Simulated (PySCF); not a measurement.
**C4H5NS: core ionisation energies**

5-methylthiazole, C4H5NS.
Bonds: C1–C2, C2–C3 (aromatic), C3–N4 (aromatic), N4–C5 (aromatic), C5–S6 (aromatic), C2–S6 (aromatic). Hydrogens: H7, H8, H9 on C1; H10 on C3; H11 on C5.

Method used: PySCF 2.14.0, delta-SCF UKS SCAN, pcX-2 on the ionised atom, pcseg-1 elsewhere, spin-free X2C. Each binding energy is the total energy of the core-ionised species, with the hole localised on one atom, minus that of the ground state; both are solved self-consistently, so orbital relaxation is included.

List the computed XPS lines with their assignment.

```
atom(s)                                                     bonded to  level  binding energy (eV)  above the level's lowest (eV)  count
     S6                                  2 C (aromatic in the SMILES)   S 1s              2477.97                           0.00      1
     N4                                  2 C (aromatic in the SMILES)   N 1s               404.67                           0.00      1
     C5  N (aromatic in the SMILES), S (aromatic in the SMILES) and H   C 1s               291.53                          +0.62      1
     C1                                                     C and 3 H   C 1s               291.28                          +0.37      1
     C2  S (aromatic in the SMILES), C (aromatic in the SMILES) and C   C 1s               291.06                          +0.15      1
     C3  N (aromatic in the SMILES), C (aromatic in the SMILES) and H   C 1s               290.91                           0.00      1
```

Lowest listed C 1s: C3, bonded to N (aromatic in the SMILES), C (aromatic in the SMILES) and H. Highest, 0.62 eV above it: C5, bonded to N (aromatic in the SMILES), S (aromatic in the SMILES) and H. The widest gap between neighbouring values is 0.25 eV, between 291.28 and 291.53 eV. Summing the Pauling electronegativity differences to the bonded atoms, each weighted by its formal bond order, gives +0.39 for the lowest site and +0.43 for the highest; no listed site has a larger sum than the highest. The smallest sum, -1.05, belongs to C1, 0.37 eV above the lowest.

Which photon wavelength matches the C 1s of C2 threshold?

λ = hc/E = 12398.42 eV Å / 291.06 eV = 42.597 Å.

Not every level is listed. Isolated species at its GFN2-xTB geometry, gas phase.
